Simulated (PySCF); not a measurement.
Geometries of 2 isomers of C3H4Cl2, from PBE0-D3(BJ)/def2-SVP geometry optimisation, gas phase in PySCF 2.14.0. One conformer each, no zero-point energy, no frequencies.

Question: Which is lower in electronic energy at this level?
A.
```xyz
9
angstrom
C     -1.123   -0.210   -0.080
C      0.292    0.239   -0.017
Cl     0.518    1.886    0.496
C      1.390   -0.470   -0.303
Cl     1.343   -2.111   -0.827
H     -1.598   -0.118    0.909
H     -1.180   -1.254   -0.412
H     -1.694    0.423   -0.778
H      2.392   -0.048   -0.224
```
B.
```xyz
9
angstrom
Cl     1.162   -1.476    1.289
C      0.717   -0.118    0.266
Cl     2.064    0.960   -0.073
C     -0.298   -0.338   -0.801
C     -0.640    0.474    0.426
H     -0.145    0.189   -1.746
H     -0.715   -1.345   -0.889
H     -0.721    1.559    0.323
H     -1.291    0.026    1.180
```

Answer: A. That is `C/C(Cl)=C\Cl`, 9.4 kcal/mol below the other.

| SMILES | atoms numbered as above | E (Eh) | relative (kcal/mol) | relative (kJ/mol) | dipole (D) |
| --- | --- | --- | --- | --- | --- |
| C/C(Cl)=C\Cl | [CH3:1]/[C:2]([Cl:3])=[CH:4]\[Cl:5] | -1036.29539 | 0.0 | 0.0 | 0.67 |
| ClC1(Cl)CC1 | [Cl:1][C:2]1([Cl:3])[CH2:4][CH2:5]1 | -1036.28042 | 9.4 | 39.3 | 2.02 |

As drawn, the lower has a C=C bond outside aromatic rings, which the higher lacks; the higher has a three-membered ring, which the lower lacks.
